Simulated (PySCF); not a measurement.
# From one method to the next for B2 (triplet)

Aim: see what other levels and later steps give for B2 (triplet).

Program: PySCF 2.14.0. Level of theory: method and basis as typed in the scripts. These are calculated values, not measurements.

**1. Starting geometry**

B2 (triplet): 2 atoms, charge 0, spin multiplicity 3.

Bond lengths: B1–B2 1.467 Å.

**2. The base run**

The input, input.py:

```python
from pyscf import gto, dft

mol = gto.M(
    atom='B 0 0 0; B 0 0 1.467',
    basis='def2-svp',
    charge=0,
    spin=2,
    verbose=4,
)
mf = dft.UKS(mol, xc='pbe')
mf.kernel()
mf.stability(internal=True, external=True)
mf.dip_moment()
print('orbital energies (hartree):', [e[max(0, n-3):n+3].round(4) for e, n in zip(mf.mo_energy, mol.nelec)])
```

Started as:

```sh
> OMP_NUM_THREADS=1 python input.py
```

Its log is not repeated here.

Base result: E(SCF) = -49.274127 Eh, 7 cycles, ⟨S²⟩ = 2.005, μ = 0.00 D, internal unstable; real -> complex stable; UHF/UKS -> GHF/GKS unstable.

The bond length is a typed value, not an optimised one. A lower solution of the same kind exists, so this energy is an upper bound. The triplet is typed in the script; nothing here shows that it is the ground state.

**3. Bp86**

Edit 1 changes functional: pbe → bp86.

input.py, as its differences from that of step 2:

```diff
@@ -9,3 +9,3 @@
 )
-mf = dft.UKS(mol, xc='pbe')
+mf = dft.UKS(mol, xc='bp86')
 mf.kernel()
```

Started as:

```sh
> OMP_NUM_THREADS=1 python input.py
```

The program printed:

```text
PySCF version 2.14.0

[INPUT] verbose = 4
[INPUT] num. atoms = 2
[INPUT] num. electrons = 10
[INPUT] charge = 0
[INPUT] spin (= nelec alpha-beta = 2S) = 2
[INPUT] symmetry False subgroup None
[INPUT] Mole.unit = angstrom
[INPUT] Symbol           X                Y                Z      unit          X                Y                Z       unit  Magmom
[INPUT]  1 B      0.000000000000   0.000000000000   0.000000000000 AA    0.000000000000   0.000000000000   0.000000000000 Bohr   0.0
[INPUT]  2 B      0.000000000000   0.000000000000   1.467000000000 AA    0.000000000000   0.000000000000   2.772228224737 Bohr   0.0

nuclear repulsion = 9.01801654601227
number of shells = 12
number of NR pGTOs = 48
number of NR cGTOs = 28
basis = def2-svp
ecp = {}

******** <class 'pyscf.dft.uks.UKS'> ********
method = UKS
initial guess = minao
damping factor = 0
level_shift factor = 0
DIIS = <class 'pyscf.scf.diis.CDIIS'>
diis_start_cycle = 1
diis_space = 8
diis_damp = 0
SCF conv_tol = 1e-09
SCF conv_tol_grad = None
SCF max_cycles = 50
direct_scf = True
direct_scf_tol = 1e-13
number electrons alpha = 6  beta = 4
XC library pyscf.dft.libxc version 7.0.0
    S. Lehtola, C. Steigemann, M. J.T. Oliveira, and M. A.L. Marques.,  SoftwareX 7, 1–5 (2018)
XC functionals = bp86
    A. D. Becke.,  Phys. Rev. A 38, 3098 (1988)
    J. P. Perdew.,  Phys. Rev. B 33, 8822 (1986)
radial grids:
    Treutler-Ahlrichs [JCP 102, 346 (1995); DOI:10.1063/1.469408] (M4) radial grids

becke partition: Becke, JCP 88, 2547 (1988); DOI:10.1063/1.454033
pruning grids: <function nwchem_prune>
grids dens level: 3
symmetrized grids: False
atomic radii adjust function: <function treutler_atomic_radii_adjust>
small_rho_cutoff = 0
Set gradient conv threshold to 3.16228e-05
tot grids = 28096
init E= -49.4980083537452
[... the frontier-level lines of each cycle are left out ...]

cycle= 1 E= -49.3422652613741  delta_E= 0.156  |g|= 0.0764  |ddm|= 1.25
cycle= 2 E= -49.3451040716299  delta_E= -0.00284  |g|= 0.0541  |ddm|= 0.43
cycle= 3 E= -49.3479815936555  delta_E= -0.00288  |g|= 0.00813  |ddm|= 0.122
cycle= 4 E= -49.3480542223658  delta_E= -7.26e-05  |g|= 0.00118  |ddm|= 0.0364
cycle= 5 E= -49.3480559595052  delta_E= -1.74e-06  |g|= 8.77e-05  |ddm|= 0.00788
cycle= 6 E= -49.3480559732226  delta_E= -1.37e-08  |g|= 1.19e-05  |ddm|= 0.000337
cycle= 7 E= -49.3480559734779  delta_E= -2.55e-10  |g|= 4.76e-07  |ddm|= 5.22e-05
Extra cycle  E= -49.3480559734783  delta_E= -3.55e-13  |g|= 3.05e-07  |ddm|= 4.31e-06
converged SCF energy = -49.3480559734783  <S^2> = 2.0047644  2S+1 = 3.0031746
uhf_internal: lowest eigs of H = [-0.07904762  0.05557139  0.05557314]
<class 'pyscf.dft.uks.UKS'> wavefunction has an internal instability
uhf_real2complex: lowest eigs of H = [1.01346130e-07 4.62586685e-02 5.35567470e-02]
<class 'pyscf.dft.uks.UKS'> wavefunction is stable in the real -> complex stability analysis
uhf_external: lowest eigs of H = [-0.08617792 -0.05639542 -0.01458819]
<class 'pyscf.dft.uks.UKS'> wavefunction has an UHF/UKS -> GHF/GKS instability
Dipole moment(X, Y, Z, Debye): -0.00000, -0.00000, -0.00000
orbital energies (hartree): [array([-0.2644, -0.2403, -0.2403, -0.1979, -0.0393, -0.0393]), array([-6.5962, -0.4629, -0.235 , -0.1853, -0.1747, -0.1747])]
```

Wall time 3.3 s (1 thread of Arm Neoverse V1, shared host).

Result: E(SCF) = -49.348056 Eh, 7 cycles, ⟨S²⟩ = 2.005, μ = 0.00 D, internal unstable; real -> complex stable; UHF/UKS -> GHF/GKS unstable.

**4. B3lyp**

Edit 2 changes functional: pbe → b3lyp.

input.py, as its differences from that of step 2:

```diff
@@ -9,3 +9,3 @@
 )
-mf = dft.UKS(mol, xc='pbe')
+mf = dft.UKS(mol, xc='b3lyp')
 mf.kernel()
```

Started as:

```sh
> OMP_NUM_THREADS=1 python input.py
```

The program printed:

```text
[... 37 set-up lines left out, the same as in an earlier log ...]
XC functionals = b3lyp
    P. J. Stephens, F. J. Devlin, C. F. Chabalowski, and M. J. Frisch.,  J. Phys. Chem. 98, 11623 (1994)
[... 11 set-up lines left out, the same as in an earlier log ...]
init E= -49.5158709478446
[... the frontier-level lines of each cycle are left out ...]

cycle= 1 E= -49.3513440672231  delta_E= 0.165  |g|= 0.0504  |ddm|= 1.21
cycle= 2 E= -49.3541040129604  delta_E= -0.00276  |g|= 0.00936  |ddm|= 0.273
cycle= 3 E= -49.3542149410213  delta_E= -0.000111  |g|= 0.00329  |ddm|= 0.0615
cycle= 4 E= -49.3542279502302  delta_E= -1.3e-05  |g|= 0.00121  |ddm|= 0.0143
cycle= 5 E= -49.3542294879051  delta_E= -1.54e-06  |g|= 0.000162  |ddm|= 0.00443
cycle= 6 E= -49.3542295657958  delta_E= -7.79e-08  |g|= 2.94e-05  |ddm|= 0.000794
cycle= 7 E= -49.3542295680689  delta_E= -2.27e-09  |g|= 1.11e-06  |ddm|= 0.000202
cycle= 8 E= -49.354229568071  delta_E= -2.14e-12  |g|= 7.36e-08  |ddm|= 1.58e-05
Extra cycle  E= -49.3542295680711  delta_E= -4.97e-14  |g|= 2.52e-08  |ddm|= 5.51e-07
converged SCF energy = -49.3542295680711  <S^2> = 2.0040143  2S+1 = 3.002675
uhf_internal: lowest eigs of H = [-0.1226613   0.02914624  0.0845006 ]
<class 'pyscf.dft.uks.UKS'> wavefunction has an internal instability
uhf_real2complex: lowest eigs of H = [0.02823783 0.02823927 0.05104674]
<class 'pyscf.dft.uks.UKS'> wavefunction is stable in the real -> complex stability analysis
uhf_external: lowest eigs of H = [-0.10699996 -0.04238391 -0.00997554]
<class 'pyscf.dft.uks.UKS'> wavefunction has an UHF/UKS -> GHF/GKS instability
Dipole moment(X, Y, Z, Debye): -0.00000, -0.00000,  0.00000
orbital energies (hartree): [array([-0.2861, -0.268 , -0.268 , -0.1719, -0.0084, -0.0084]), array([-6.8247, -0.5074, -0.2554, -0.1595, -0.1439, -0.1439])]
```

It took 3.6 s on 1 thread of Arm Neoverse V1, shared host.

Outcome: E(SCF) = -49.354230 Eh, 8 cycles, ⟨S²⟩ = 2.004, μ = 0.00 D, internal unstable; real -> complex stable; UHF/UKS -> GHF/GKS unstable.

**5. Bhandhlyp**

Edit 3 changes functional: pbe → bhandhlyp.

input.py, as its differences from that of step 2:

```diff
@@ -9,3 +9,3 @@
 )
-mf = dft.UKS(mol, xc='pbe')
+mf = dft.UKS(mol, xc='bhandhlyp')
 mf.kernel()
```

Started as:

```sh
> OMP_NUM_THREADS=1 python input.py
```

The program printed:

```text
[... 37 set-up lines left out, the same as in an earlier log ...]
XC functionals = bhandhlyp
    A. D. Becke.,  J. Chem. Phys. 98, 1372 (1993)
    Defined through Gaussian implementation.
[... 11 set-up lines left out, the same as in an earlier log ...]
init E= -49.4851090141949
[... the frontier-level lines of each cycle are left out ...]

cycle= 1 E= -49.3013413567603  delta_E= 0.184  |g|= 0.0846  |ddm|= 1.17
cycle= 2 E= -49.3106095795154  delta_E= -0.00927  |g|= 0.0317  |ddm|= 0.234
cycle= 3 E= -49.3115334123375  delta_E= -0.000924  |g|= 0.00676  |ddm|= 0.0982
cycle= 4 E= -49.3116173446797  delta_E= -8.39e-05  |g|= 0.00115  |ddm|= 0.0438
cycle= 5 E= -49.3116209017999  delta_E= -3.56e-06  |g|= 0.000449  |ddm|= 0.00878
cycle= 6 E= -49.311621615339  delta_E= -7.14e-07  |g|= 7.71e-05  |ddm|= 0.00184
cycle= 7 E= -49.3116216340416  delta_E= -1.87e-08  |g|= 6.2e-06  |ddm|= 0.000842
cycle= 8 E= -49.3116216341463  delta_E= -1.05e-10  |g|= 9.05e-07  |ddm|= 7.82e-05
Extra cycle  E= -49.3116216341476  delta_E= -1.36e-12  |g|= 2.68e-07  |ddm|= 5.62e-06
converged SCF energy = -49.3116216341476  <S^2> = 2.0047981  2S+1 = 3.003197
uhf_internal: lowest eigs of H = [-0.19763233 -0.00372605 -0.00372085]
<class 'pyscf.dft.uks.UKS'> wavefunction has an internal instability
uhf_real2complex: lowest eigs of H = [0.01246341 0.01247691 0.04449286]
<class 'pyscf.dft.uks.UKS'> wavefunction is stable in the real -> complex stability analysis
uhf_external: lowest eigs of H = [-0.14000504 -0.02820543 -0.0227754 ]
<class 'pyscf.dft.uks.UKS'> wavefunction has an UHF/UKS -> GHF/GKS instability
Dipole moment(X, Y, Z, Debye):  0.00000, -0.00000,  0.00000
orbital energies (hartree): [array([-0.3215, -0.3142, -0.3142, -0.1298,  0.0351,  0.0351]), array([-7.1604, -0.5745, -0.2855, -0.1195, -0.0925, -0.0925])]
```

Run time: 3.9 s. Hardware: 1 thread of Arm Neoverse V1, shared host.

Result: E(SCF) = -49.311622 Eh, 8 cycles, ⟨S²⟩ = 2.005, μ = 0.00 D, internal unstable; real -> complex stable; UHF/UKS -> GHF/GKS unstable.

**6. Pbesol**

Edit 4 changes functional: pbe → pbesol.

input.py, as its differences from that of step 2:

```diff
@@ -9,3 +9,3 @@
 )
-mf = dft.UKS(mol, xc='pbe')
+mf = dft.UKS(mol, xc='pbesol')
 mf.kernel()
```

Started as:

```sh
> OMP_NUM_THREADS=1 python input.py
```

The program printed:

```text
[... 37 set-up lines left out, the same as in an earlier log ...]
XC functionals = pbesol
    J. P. Perdew, A. Ruzsinszky, G. I. Csonka, O. A. Vydrov, G. E. Scuseria, L. A. Constantin, X. Zhou, and K. Burke.,  Phys. Rev. Lett. 100, 136406 (2008)
    J. P. Perdew, A. Ruzsinszky, G. I. Csonka, O. A. Vydrov, G. E. Scuseria, L. A. Constantin, X. Zhou, and K. Burke.,  Phys. Rev. Lett. 100, 136406 (2008)
[... 11 set-up lines left out, the same as in an earlier log ...]
init E= -49.1606609555117
[... the frontier-level lines of each cycle are left out ...]

cycle= 1 E= -49.0075271085389  delta_E= 0.153  |g|= 0.0761  |ddm|= 1.28
cycle= 2 E= -49.010272654166  delta_E= -0.00275  |g|= 0.0542  |ddm|= 0.458
cycle= 3 E= -49.0131232756763  delta_E= -0.00285  |g|= 0.00771  |ddm|= 0.123
cycle= 4 E= -49.0131886336825  delta_E= -6.54e-05  |g|= 0.00107  |ddm|= 0.0318
cycle= 5 E= -49.013190068886  delta_E= -1.44e-06  |g|= 6.49e-05  |ddm|= 0.0077
cycle= 6 E= -49.0131900766921  delta_E= -7.81e-09  |g|= 1.05e-05  |ddm|= 0.000322
cycle= 7 E= -49.013190076884  delta_E= -1.92e-10  |g|= 3.5e-07  |ddm|= 4.19e-05
Extra cycle  E= -49.0131900768842  delta_E= -2.34e-13  |g|= 1.83e-07  |ddm|= 3.22e-06
converged SCF energy = -49.0131900768842  <S^2> = 2.0040342  2S+1 = 3.0026883
uhf_internal: lowest eigs of H = [-0.07861163  0.06333513  0.06343472]
<class 'pyscf.dft.uks.UKS'> wavefunction has an internal instability
uhf_real2complex: lowest eigs of H = [5.33969089e-17 4.57824073e-02 5.20463333e-02]
<class 'pyscf.dft.uks.UKS'> wavefunction is stable in the real -> complex stability analysis
uhf_external: lowest eigs of H = [-0.08504049 -0.05455638 -0.00462666]
<class 'pyscf.dft.uks.UKS'> wavefunction has an UHF/UKS -> GHF/GKS instability
Dipole moment(X, Y, Z, Debye): -0.00000, -0.00000, -0.00000
orbital energies (hartree): [array([-0.2594, -0.2374, -0.2374, -0.1954, -0.0355, -0.0355]), array([-6.5375, -0.4547, -0.2269, -0.177 , -0.1712, -0.1712])]
```

Run time: 3.3 s. Hardware: 1 thread of Arm Neoverse V1, shared host.

This run: E(SCF) = -49.013190 Eh, 7 cycles, ⟨S²⟩ = 2.004, μ = 0.00 D, internal unstable; real -> complex stable; UHF/UKS -> GHF/GKS unstable.

**7. All runs together**

| run | E(SCF) (hartree) | from base (eV) | cycles | gap, α spin (eV) | after the SCF |
| --- | --- | --- | --- | --- | --- |
| base | -49.274127 | 0 | 7 | 1.20 | unstable: internal, UHF/UKS -> GHF/GKS |
| bp86 | -49.348056 | not comparable | 7 | 1.15 | unstable: internal, UHF/UKS -> GHF/GKS |
| b3lyp | -49.354230 | not comparable | 8 | 2.62 | unstable: internal, UHF/UKS -> GHF/GKS |
| bhandhlyp | -49.311622 | not comparable | 8 | 5.02 | unstable: internal, UHF/UKS -> GHF/GKS |
| pbesol | -49.013190 | not comparable | 7 | 1.14 | unstable: internal, UHF/UKS -> GHF/GKS |

Wall time on 1 thread of Arm Neoverse V1, shared host, start-up included: base 3.1 s; bp86 3.3 s; b3lyp 3.6 s; bhandhlyp 3.9 s; pbesol 3.3 s.

In words: The α-spin gap between the frontier levels is 1.1 eV with pbesol (0 % exact exchange) and 5.0 eV with bhandhlyp (50 %): exact exchange opens it. A lower total energy from another functional means nothing by itself.
